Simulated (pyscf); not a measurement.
1,1-elimination: H₂Al–Cl -> Al–Cl [singlet] + H₂

Gas phase, singlet surface, charge 0. Bonds broken: Al2–H3, Al2–H4. Bonds formed: H3–H4. Optimised with ωB97X-D3(BJ)/def2-SVP in PySCF.

Transition state (Å):

```xyz
4

Cl     1.1164    -0.0101    -1.8214
Al     1.3302    -0.0453     0.2621
H      0.6622    -0.3465     1.6503
H     -0.3229    -0.6387     0.7900
```

One imaginary mode, 1679i cm⁻¹; descent along it reached the two sides named.

| bond | change | reactant side (Å) | saddle | product side |
|---|---|---|---|---|
| Al2–H3 | breaks | 1.575 | 1.570 | 3.6 |
| Al2–H4 | breaks | 1.575 | 1.834 | 3.3 |
| H3–H4 | forms | 2.8 | 1.340 | 0.761 |

Electronic energies relative to the reactant's lowest minimum found (kcal/mol):

```tsv
level	barrier	reaction energy	reverse barrier
ωB97X-D3(BJ)/def2-TZVP	83.6	+19.4	64.2
PBE/def2-TZVP	69.6	+14.6	55.0
r²SCAN/def2-TZVP	74.8	+20.1	54.8
B3LYP-D3(BJ)/def2-TZVP	76.9	+15.4	61.5
PBE0-D3(BJ)/def2-TZVP	75.9	+17.8	58.1
M06-2X/def2-TZVP	79.1	+13.3	65.8
ωB97M-D3(BJ)/def2-TZVP	80.4	+15.2	65.2
HF/def2-TZVP	95.5	+19.8	75.7
```

With ωB97M-D3(BJ)/def2-TZVP energies and thermal terms (ideal gas, 1 atm, RRHO with modes under 100 cm⁻¹ raised to 100, one conformer, R ln 2 for chiral ones without a mode under 150 cm⁻¹), in kcal/mol:

```json
[
 {"T (K)": "298", "ΔH‡": "77.9", "ΔG‡": "77.4", "ΔH": "+14.5", "ΔG": "+6.9"},
 {"T (K)": "600", "ΔH‡": "77.8", "ΔG‡": "77.0", "ΔH": "+15.0", "ΔG": "-0.9"},
 {"T (K)": "900", "ΔH‡": "77.5", "ΔG‡": "76.7", "ΔH": "+14.8", "ΔG": "-8.9"},
 {"T (K)": "1200", "ΔH‡": "77.1", "ΔG‡": "76.5", "ΔH": "+14.3", "ΔG": "-16.7"}
]
```

One saddle was located; it need not be the lowest between these sides. One closed-shell reference is unstable to symmetry breaking; treat the single-reference values with care.
